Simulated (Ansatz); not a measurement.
Species, as SMILES: FOF.
Atoms: F1, O2, F3. Bonds: F1-O2, O2-F3.

Basis-set convergence of the harmonic zero-point energy at PBE0 with Ansatz (a quantum-chemistry and plane-wave program). Each level at its own minimum, finite differences of forces, unscaled; the reference is a large set that could be run, not a limit. Cartesian d functions, on some or all atoms, in 6-31G**; all else is spherical. The program fits the integrals of some runs and decomposes those of others, by size. No added dispersion term, no relativity. Reference: the value in def2-QZVPP, 3.60 kcal/mol. Deviations are taken from unrounded values.

| basis | functions | harmonic zero-point energy (kcal/mol) | minus reference (kcal/mol) |
|---|---|---|---|
| STO-3G | 15 | 4.41 | 0.81 |
| 3-21G | 27 | 3.55 | -0.04 |
| pcseg-0 | 27 | 3.32 | -0.27 |
| def2-SVP | 42 | 3.56 | -0.04 |
| 6-31G** | 45 | 3.61 | 0.01 |
| def2-SVPD | 69 | 3.57 | -0.03 |
| def2-TZVPP | 93 | 3.61 | 0.01 |
| def2-TZVPPD | 120 | 3.60 | 0.00 |
| cc-pCVTZ | 129 | 3.62 | 0.02 |

The smallest set listed that lies within 0.2 kcal/mol of the reference with all its larger relatives (same family, alike in diffuse functions; a set with none counts only in the reference's own line) is 3-21G (27 functions, -0.04 kcal/mol off). Inside, with no larger relative to test it: cc-pCVTZ. (Relatives not listed, tested too: 6-31G* 0.01, 6-311G** -0.09, def2-TZVP 0.01, def2-TZVPD 0.00, def2-QZVP 0.00, def2-QZVPP 0.00 kcal/mol.)
